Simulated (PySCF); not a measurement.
CH₃O, SMILES [CH2]O, multiplicity 2.

The structure is a stationary point at B3LYP-D3(BJ)/def2-TZVP. The isomer is the one that the SMILES or the coordinates give; other isomers of the formula were not compared.

Two levels are set side by side: PBE/def2-TZVPD (PySCF) and B3LYP/def2-TZVPD (PySCF). Same geometry, gas phase. Differences are taken from unrounded values.

```tsv
quantity	B3LYP	PBE	PBE minus B3LYP
α-spin orbital gap (eV)	4.83	3.23	-1.60
β-spin orbital gap (eV)	8.53	6.41	-2.12
dipole moment (D)	1.47	1.43	-0.03
mean polarisability (bohr³)	21.4	22.4	0.9
```

Loosely held outer electrons make PBE densities more polarisable. Differences between two approximate levels are no errors against the true value.

Rough cost on one machine, each run with all the roots and properties that it gave: B3LYP against PBE within a factor of 2.
